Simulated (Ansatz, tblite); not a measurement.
# The cluster SiS2−: one state, many levels

Aim: run the doublet of the cluster SiS2− at one geometry on many levels, and compare frontier levels, spin and run time.

Computed with Ansatz 0.2.0, Gaussian basis. Level: as each input shows.

Levels to be run: GFN1-xTB, GFN2-xTB, PBE-D4/def2-TZVPD, r2SCAN-D4/def2-TZVPD, r2SCAN0-D4/def2-TZVPD, ωB97M-V/def2-TZVPD, LC-ωPBE/def2-TZVPD, CAM-B3LYP-D4/def2-TZVPD, ωB97X-V/def2-TZVPD, PBE+5HF/def2-TZVPD, PBE+10HF/def2-TZVPD, PBE+15HF/def2-TZVPD, PBE+35HF/def2-TZVPD, PBE+50HF/def2-TZVPD, PBE-D4/def2-SVPD, PBE0-D4/def2-SVPD, HF/STO-3G, CCSD(T)/def2-TZVPPD, MP2/def2-TZVPD, RPA/def2-TZVPD.

## 1. The structure

The geometry is that of the doublet, from an earlier relaxation (PBE-D4/def2-TZVPD). At that level it is the lowest of the isomers that a small search found.

3 atoms, charge -1, spin multiplicity 2.

Bond lengths: Si1–S2 2.030 Å, Si1–S3 2.030 Å. Angles: S2–Si1–S3 133.6°.

The ion is computed in the gas phase, without counter-ions or solvent.

PBE0-D4/def2-TZVPD was run before; its log isn't repeated, and its numbers join the tables.

## 2. GFN1-xTB

Tight binding, by tblite at 300 K electronic temperature and without a spin-polarisation term:

```python
tblite.interface.Calculator('GFN1-xTB', numbers, positions, charge=-1, uhf=1).singlepoint()
```

Energy -258.1825 eV; 0.003 s.

## 3. GFN2-xTB

Tight binding, by tblite at 300 K electronic temperature and without a spin-polarisation term:

```python
tblite.interface.Calculator('GFN2-xTB', numbers, positions, charge=-1, uhf=1).singlepoint()
```

Energy -230.5800 eV; 0.003 s.

## 4. PBE-D4/def2-TZVPD

start.molden holds the orbitals of an earlier run on this state, given as this run's starting guess.

File in.yaml:

```yaml
crystal:
  periodic: [false, false, false]
  atoms:
    - {symbol: Si, position_ang: [0.423372, 0.190096, -0.261797]}
    - {symbol: S, position_ang: [0.175677, 1.026554, 1.571755]}
    - {symbol: S, position_ang: [-0.599039, -1.216660, -1.309958]}
basis:
  gaussian: {orbitals: def2-TZVPD, initial_orbitals: start.molden}
total_charge: -1
magnetization: {spin_polarized: true, initial_magnetization: 1}
hamiltonian: {xc: pbe, dispersion: d4}
scf: {omitted_lower_state_checks: [starts]}
output: {orbitals: {seedname: orbitals}}
```

Run with:

```bash
$ ansatz run in.yaml --threads 4 --pin off --events-out ev --progress --plain --max-ram 3916MiB
```

The runs that follow: r2SCAN-D4/def2-TZVPD; r2SCAN0-D4/def2-TZVPD; ωB97M-V/def2-TZVPD; LC-ωPBE/def2-TZVPD; CAM-B3LYP-D4/def2-TZVPD; ωB97X-V/def2-TZVPD; PBE+5HF/def2-TZVPD; PBE+10HF/def2-TZVPD; PBE+15HF/def2-TZVPD; PBE+35HF/def2-TZVPD; PBE+50HF/def2-TZVPD; PBE-D4/def2-SVPD; PBE0-D4/def2-SVPD; HF/STO-3G; CCSD(T)/def2-TZVPPD; MP2/def2-TZVPD; RPA/def2-TZVPD.

Q: Predict the results of all the runs planned. Wanted: gap in def2-TZVPD, named functionals, smallest and largest; gap over the share of exact exchange; correlation energy, CCSD(T)/def2-TZVPPD; correlation energy, MP2/def2-TZVPD; ⟨S²⟩ in def2-TZVPD, named functionals, smallest and largest; PBE0 total energy, smallest basis above largest.

**Answer**, as computed:

| quantity | value |
| --- | --- |
| gap in def2-TZVPD, named functionals, smallest and largest | 0.96 eV (PBE-D4), 7.17 eV (LC-ωPBE) |
| gap over the share of exact exchange | 0.96 eV at 0, 4.61 eV at 0.5 |
| correlation energy, CCSD(T)/def2-TZVPPD | -13.70 eV |
| correlation energy, MP2/def2-TZVPD | -11.89 eV |
| ⟨S²⟩ in def2-TZVPD, named functionals, smallest and largest | 0.754, 0.762 |
| PBE0 total energy, smallest basis above largest | 9.87 eV (def2-SVPD, def2-TZVPD) |

What this shows: Over the named functionals in def2-TZVPD the gap runs from 0.96 eV (PBE-D4) to 7.17 eV (LC-ωPBE); exact exchange widens it. Raising the share of exact exchange from 0 to 0.5 moves the HOMO by -2.10 eV and the LUMO by +1.54 eV. Over the named functionals in def2-TZVPD spin contamination reaches 0.01 (LC-ωPBE), which is small. PBE-D4 puts the HOMO above zero: the outermost electron is held by the basis alone.
